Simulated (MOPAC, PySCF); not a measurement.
C2H6S, SMILES `CCS` (C–C–S–H torsion 62°), neutral singlet in the gas phase. 

Cartesian coordinates (Å):
SMILES: CCS
```xyz
9

C     -0.8394     0.4835    -0.1448
C      0.1741    -0.6391    -0.3016
S      1.6193    -0.5029     0.8122
H     -1.6962     0.3189    -0.8037
H     -1.1989     0.5441     0.8827
H     -0.3982     1.4477    -0.4036
H      0.5280    -0.7147    -1.3296
H     -0.2691    -1.6017    -0.0424
H      2.0804     0.6641     0.3312
```
Charge 0, multiplicity 1.

All levels are single points at this geometry (B3LYP-D3(BJ)/def2-TZVP); Pople sets use spherical d functions. Orbital energies aren't observables, and empty levels follow the basis.

HF/3-21G in PySCF gives dipole (D) = 2.15.

Problem. Estimate the dipole (D) from each of these levels: B3LYP-D3(BJ)/def2-TZVP in PySCF; B3LYP/6-31G* in PySCF; B3LYP/LANL2DZ in PySCF; BP86/6-31G* in PySCF; M06-2X/6-31G* in PySCF; PBE/6-31G* in PySCF; SVWN5/6-31G* in PySCF; HF/6-31G* in PySCF; HF/STO-3G in PySCF; AM1 in MOPAC; PM3 in MOPAC; PM6 in MOPAC.

Solution. 
| level | dipole (D) |
|---|---|
| B3LYP-D3(BJ)/def2-TZVP in PySCF | 1.64 |
| B3LYP/6-31G* in PySCF | 1.81 |
| B3LYP/LANL2DZ in PySCF | 2.01 |
| BP86/6-31G* in PySCF | 1.85 |
| M06-2X/6-31G* in PySCF | 1.83 |
| PBE/6-31G* in PySCF | 1.85 |
| SVWN5/6-31G* in PySCF | 1.90 |
| HF/6-31G* in PySCF | 1.87 |
| HF/STO-3G in PySCF | 1.03 |
| AM1 in MOPAC | 2.02 |
| PM3 in MOPAC | 2.06 |
| PM6 in MOPAC | 1.91 |
